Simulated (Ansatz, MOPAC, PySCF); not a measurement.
System: ozone, O₃ (charge 0, singlet). SMILES: O=[O+][O-]
Structure (B3LYP-D3(BJ)/def2-TZVP (Ansatz, a program for electronic structure) minimum search):
```
O
O 1 1.2535
O 1 1.2535 2 118.30
```

Unscaled harmonic wavenumbers (cm⁻¹) in rising order, each level at the stationary point that it reaches from this structure (no distance between atoms moves by over 0.3 Å); the order of modes can differ between levels, and a negative number is imaginary. B3LYP-D3(BJ)/def2-TZVP (PySCF, at the structure above): 750, 1203, 1257.

AM1 (MOPAC): 924, 1696, 1700. Zero-point energy 6.2 against 4.6 kcal/mol; where all levels lie over 400 cm⁻¹, the wavenumbers are on average 1.331 times those of B3LYP-D3(BJ)/def2-TZVP.

PM6 (MOPAC): 666, 1203, 1226. Zero-point energy 4.4 against 4.6 kcal/mol; where all levels lie over 400 cm⁻¹, the wavenumbers are on average 0.954 times those of B3LYP-D3(BJ)/def2-TZVP.

HF/3-21G (Ansatz): 618, 787, 1199. Zero-point energy 3.7 against 4.6 kcal/mol; where all levels lie over 400 cm⁻¹, the wavenumbers are on average 0.811 times those of B3LYP-D3(BJ)/def2-TZVP.

HF/6-31G* (Ansatz): 849, 1454, 1537. Zero-point energy 5.5 against 4.6 kcal/mol; where all levels lie over 400 cm⁻¹, the wavenumbers are on average 1.188 times those of B3LYP-D3(BJ)/def2-TZVP.
